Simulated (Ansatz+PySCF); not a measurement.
**singlet CH3Cl: levels of theory in one basis**

```
atom    x (Å)    y (Å)    z (Å)
   C   0.0000   0.0000  -1.2089
  Cl   0.0000   0.0000   0.7085
   H   0.0000  -1.1195  -1.5969
   H  -0.9696   0.5598  -1.5969
   H   0.9696   0.5598  -1.5969
```

Basis set: def2-SVP (spherical functions). Frozen core: 6 orbitals. Charge 0, multiplicity 1.

Computed with Ansatz (development build ahead of 0.2.0); each method stands on the lowest determinant of its kind that the runs found. NEVPT2 correlates all electrons. Active spaces start from the frontier orbitals, and the lowest solution found is given.

```
        method  E − E(RHF) (eV)  <S²> of the determinant
           RHF             0.00                     0.00
       RHF-MP2            -7.80                        –
      RHF-CCSD            -8.66                        –
   CASSCF(2,2)            -0.57                        –
SC-NEVPT2(2,2)            -8.14                        –
```

Q: What does RHF-CCSD(T) give on the same scale?

A: -8.88 eV.

Q: Is a single determinant a sound starting point here?

A: By this sign, yes. Unrestricted orbitals gain 0.00 eV and <S²> is 0.00 against 0.00 for a pure state. The CASSCF(2,2) natural occupations are 1.96, 0.04.
